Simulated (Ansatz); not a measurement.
in.yaml

```yaml
crystal:
  periodic: [false, false, false]
  atoms:
    - {symbol: Al, position_ang: [0.000000, 0.000000, 0.695038]}
    - {symbol: C, position_ang: [0.000000, 0.000000, -1.252764]}
    - {symbol: H, position_ang: [0.000000, 0.916303, -1.838714]}
    - {symbol: H, position_ang: [0.000000, -0.916304, -1.838714]}
basis:
  gaussian: {orbitals: 6-31G}
magnetization: {spin_polarized: false, initial_magnetization: 3}
hamiltonian: {pseudopotentials: {relativity: none}}
correlation: {active_space: {window: {electrons: 7, orbitals: 5}, fixed_orbitals: true, states: [{multiplicity: 4, weights: [1, 1, 1]}], root: 1}}
accuracy: high
output: {forces: true}
```

```sh
$ ansatz run in.yaml --threads 1 --pin off --events-out ev --progress --plain --max-ram 2393MiB
```

The program prints:

```
606 factors; integrals over basis functions are off by at most 3.4e-9 eV
mean field evaluation 1: about -7639.7894 eV, gradient 1.0e1 eV
mean field evaluation 2: about -7639.7906 eV, gradient 1.0e1 eV
mean field evaluation 4: about -7640.6864 eV, gradient 1.6e0 eV
mean field evaluation 8: about -7640.7334 eV, gradient 1.7e-3 eV
mean field evaluation 16: about -7639.6526 eV, gradient 4.9e0 eV
mean field evaluation 32: about -7640.4692 eV, gradient 6.9e-1 eV
mean field -7640.73335934 eV, -280.7917718806 hartree, gradient 2.4e-8 eV, S^2 3.750000; 6 other end points of the search recorded, 0 dependent functions left out
reference -7640.73335934 eV, -280.7917718806 hartree; 12, 9 occupied and 14, 17 virtual orbitals, 606 factors
state -7640.73465044 eV, -280.7918193276 hartree
state -7635.82892023 eV, -280.6115370675 hartree
state -7633.75508365 eV, -280.5353249790 hartree
the calculation of the forces begins
Total energy: -7635.82892023 eV, -280.6115370675 hartree
Atom 0 at     0.000000     0.000000     0.695038 Å, force     0.000000    -0.000000    -0.301261 eV/Å
Atom 1 at     0.000000     0.000000    -1.252764 Å, force     0.000000     0.000000    -2.667681 eV/Å
Atom 2 at     0.000000     0.916303    -1.838714 Å, force    -0.000000     0.779153     1.484471 eV/Å
Atom 3 at     0.000000    -0.916304    -1.838714 Å, force    -0.000000    -0.779153     1.484471 eV/Å
Dipole moment:    -0.000000    -0.000000     0.210144 e Å
```

Natural occupations, averaged over the states: 1.6667 1.6666 1.6666 1.0001 1.0000.

Forces (eV/Å):
```
Al   0.000  0.000 -0.301
C    0.000  0.000 -2.668
H    0.000  0.779  1.484
H    0.000 -0.779  1.484
```

Ran on 1 thread of Intel Xeon 6975P-C, shared host: 0.54 s wall, 0.16 GiB peak host memory.
